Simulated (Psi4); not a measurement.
# [C2H2F2]+ (SMILES [CH2+][C](F)F): UHF/aug-pcseg-3 (density fitting, sweep point 4)

Aim: the vertical doublet–quartet gap of [C2H2F2]+ at UHF/aug-pcseg-3 (density fitting, sweep point 4), from 2 runs. The job is set up through a Python script.

The results are computed with Psi4 1.11.

## Step 1: Starting point

The species is [C2H2F2]+ (6 atoms), meant as a doublet with charge +1. As SMILES, `[CH2+][C](F)F`. The coordinates come from a GFN2-xTB relaxation. This is one conformer, not always the lowest.

Bond lengths: C1–C2 1.388 Å, C2–F3 1.276 Å, C2–F4 1.276 Å, C1–H5 1.090 Å, C1–H6 1.090 Å. Angles: C1–C2–F3 123.4°, C1–C2–F4 123.5°, F3–C2–F4 113.1°, C2–C1–H5 120.5°, C2–C1–H6 120.4°, H5–C1–H6 119.1°.

## Step 2: A single-point energy at UHF/aug-pcseg-3 (density fitting, sweep point 4)

The input, run.py:

```python
import psi4

psi4.set_memory('1600 MB')
psi4.set_num_threads(1)
psi4.set_output_file('output.dat', False)

molecule = psi4.geometry("""
1 2
C     -0.58815836     1.18652124    -0.47520943
C      0.50967803    -1.02612129     0.41005167
F     -0.75912188    -2.88111424     1.28590194
F      2.88969360    -1.41308050     0.43174573
H      0.58214903     2.71572541    -1.20447364
H     -2.63420263     1.41806938    -0.44801627
units bohr
symmetry c1
""")

psi4.set_options({
    'basis': 'aug-pcseg-3',
    'reference': 'uhf',
    'puream': True,
    'scf_type': 'df',
    'maxiter': 150,
})

e_tot = psi4.energy("scf")
print(f'scf energy: {e_tot:.10f} Eh')
```

Command:

```sh
$ python run.py
```

output.dat:

```text
[...]
  Running in c1 symmetry.
[...]
  Nuclear repulsion =  118.497687052403251
[...]
  Multiplicity = 2
[...]
  Nalpha       = 16
  Nbeta        = 15
[...]
    Number of basis functions: 438
[...]
   @DF-UHF iter   1:  -275.44461489775233   -2.52566e-01   1.03496e-03 DIIS/ADIIS
[...]
   @DF-UHF iter   9:  -275.54568734472809   -1.96880e-07   2.78872e-07 DIIS
[...]
   @S^2 Observed:                7.565354793E-01
[...]
    Orbital Energies [Eh]
    ---------------------
    Alpha Occupied:
       1A    -26.646159     2A    -26.646022     3A    -11.792423
       4A    -11.592517     5A     -2.022876     6A     -1.949834
       7A     -1.399908     8A     -1.194503     9A     -1.112729
      10A     -1.075726    11A     -1.059637    12A     -0.982051
      13A     -0.962149    14A     -0.932687    15A     -0.892419
      16A     -0.738325
    Alpha Virtual:
      17A     -0.158800    18A     -0.116279    19A     -0.081977
      20A     -0.081126    21A     -0.081093    22A     -0.053910
      23A     -0.053150    24A     -0.047404    25A     -0.046372
[...]
  @DF-UHF Final Energy:  -275.54568734472809
   => Energetics <=
    Nuclear Repulsion Energy =            118.4976870524032506
    One-Electron Energy =                -607.0625074433874033
    Two-Electron Energy =                 213.0191330462560586
    Total Energy =                       -275.5456873447280941
  UHF NO Occupations:
  HONO-2 :   14  A 1.9995089
  HONO-1 :   15  A 1.9981026
[...]
 Multipole Moments:
 ------------------------------------------------------------------------------------
     Multipole            Electronic (a.u.)      Nuclear  (a.u.)        Total (a.u.)
 ------------------------------------------------------------------------------------
 L = 1.  Multiply by 2.5417464519 to convert [e a0] to [Debye]
 Dipole X            :          1.3311863           -2.0779374           -0.7467511
 Dipole Y            :         -2.6803095            4.1870476            1.5067381
 Dipole Z            :          1.0715368           -1.6742951           -0.6027583
 Magnitude           :                                                    1.7863971
[...]
```

Standard output:

```text
scf energy: -275.5456873447 Eh
```

It took 15 s on 1 thread of AMD EPYC 7R43 (Zen 3), shared host; peak memory 0.9 GiB.

## Step 3: The quartet at the same level

The input, run.py:

```python
import psi4

psi4.set_memory(1600000000)
psi4.set_num_threads(1)
psi4.core.set_output_file('run.log', False)

m = psi4.geometry("""
1 4
C     -0.58815836     1.18652124    -0.47520943
C      0.50967803    -1.02612129     0.41005167
F     -0.75912188    -2.88111424     1.28590194
F      2.88969360    -1.41308050     0.43174573
H      0.58214903     2.71572541    -1.20447364
H     -2.63420263     1.41806938    -0.44801627
units au
symmetry c1
""")

psi4.set_options({
    'reference': 'uhf',
    'puream': True,
    'scf_type': 'df',
    'maxiter': 150,
})

E = psi4.energy("hf/aug-pcseg-3", molecule=m)
print(f'hf/aug-pcseg-3 energy: {E:.10f} Eh')
```

Command:

```sh
$ python run.py
```

run.log:

```text
[...]
  Running in c1 symmetry.
[...]
  Nuclear repulsion =  118.497687052403251
[...]
  Multiplicity = 4
[...]
  Nalpha       = 17
  Nbeta        = 14
[...]
    Number of basis functions: 438
[...]
   @DF-UHF iter   1:  -275.11056461100577    8.14846e-02   7.64592e-04 DIIS/ADIIS
[...]
   @DF-UHF iter  10:  -275.21125518036717   -2.85349e-07   5.07823e-07 DIIS
[...]
   @S^2 Observed:                3.771076689E+00
[...]
    Orbital Energies [Eh]
    ---------------------
    Alpha Occupied:
       1A    -26.560973     2A    -26.560521     3A    -11.666891
       4A    -11.622039     5A     -1.941950     6A     -1.870268
       7A     -1.456091     8A     -1.184036     9A     -1.100881
      10A     -1.058248    11A     -1.044115    12A     -1.002599
      13A     -0.933933    14A     -0.898317    15A     -0.882265
      16A     -0.845247    17A     -0.536334
    Alpha Virtual:
      18A     -0.136110    19A     -0.101301    20A     -0.087402
      21A     -0.084355    22A     -0.066620    23A     -0.056775
      24A     -0.047691    25A     -0.047097    26A     -0.046423
[...]
  @DF-UHF Final Energy:  -275.21125518036717
   => Energetics <=
    Nuclear Repulsion Energy =            118.4976870524032506
    One-Electron Energy =                -608.1983342805407347
    Two-Electron Energy =                 214.4893920477703091
    Total Energy =                       -275.2112551803671749
  UHF NO Occupations:
  HONO-2 :   15  A 1.0000000
  HONO-1 :   16  A 1.0000000
[...]
 Multipole Moments:
 ------------------------------------------------------------------------------------
     Multipole            Electronic (a.u.)      Nuclear  (a.u.)        Total (a.u.)
 ------------------------------------------------------------------------------------
 L = 1.  Multiply by 2.5417464519 to convert [e a0] to [Debye]
 Dipole X            :          0.6713553           -2.0779374           -1.4065821
 Dipole Y            :         -1.3599277            4.1870476            2.8271198
 Dipole Z            :          0.5441059           -1.6742951           -1.1301892
 Magnitude           :                                                    3.3538645
[...]
```

On the terminal:

```text
hf/aug-pcseg-3 energy: -275.2112551804 Eh
```

Run time: 18 s. Hardware: 1 thread of AMD EPYC 7R43 (Zen 3), shared host; peak memory 0.9 GiB.

## Step 4: Outcome

Level: UHF/aug-pcseg-3 (density fitting, sweep point 4).

| quantity | value |
| --- | --- |
| doublet: total energy | -275.54569 Eh |
| doublet: HOMO energy (highest over α and β) | -20.09 eV |
| doublet: LUMO energy (lowest over α and β) | -7.55 eV |
| doublet: ⟨S²⟩ | 0.757 |
| quartet: total energy | -275.21126 Eh |
| quartet: HOMO energy (highest over α and β) | -14.59 eV |
| quartet: LUMO energy (lowest over α and β) | -13.27 eV |
| quartet: ⟨S²⟩ | 3.771 |
| vertical energy of the quartet above the doublet | 9.100 eV |

**Reading.** At this shape the quartet lies 9.10 eV (878 kJ/mol) above the doublet.
